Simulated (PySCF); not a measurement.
# Multinuclear NMR of difluoroacetylene

Atom-mapped SMILES (the numbers label the heavy atoms): `[F:1][C:2]#[C:3][F:4]`.

Averaged over atoms made equivalent by symmetry, fast rotation or ring inversion, no solvent, no relativistic terms, single conformer. Structure optimised with PBE0-D3(BJ)/def2-TZVP; J: B3LYP/pcJ-2; GIAO B97-2/pcSseg-2 shieldings; PySCF 2.14.

Q: What are the 19F shifts?

A: 
```csv
atoms,environment,σ (ppm),δ (ppm)
F1/F4,fluorine bonded to C,460.4,-273.6
```

Shieldings were converted by a linear fit to measured shifts: 19F (scatter 4.2 ppm rms, 5.7 ppm with the 8 outliers that the fit left out vs CFCl3, solution or neat liquid, with a term for F on sp3 carbon). Occasional misses reach two or three times the rms, and more in compound classes unlike the fitted ones. Couplings are scaled by factors fitted to measured values: 1J(C,F) × 0.78 (rms 5.7 Hz), 2J(C,F) × 1.03 (rms 1.6 Hz, 5.1 with 1 outliers); all others are unscaled and can be 10–30 % off.

Couplings (the largest are listed; each averaged over equivalent pairs): 1J(F1,C2) = -291.5 Hz, 2J(F1,C3) = 51.7 Hz, 3J(F1,F4) = 40.3 Hz.

On a 300 MHz spectrometer 19F resonates near 282.3 MHz, so 1 ppm is 282.3 Hz.
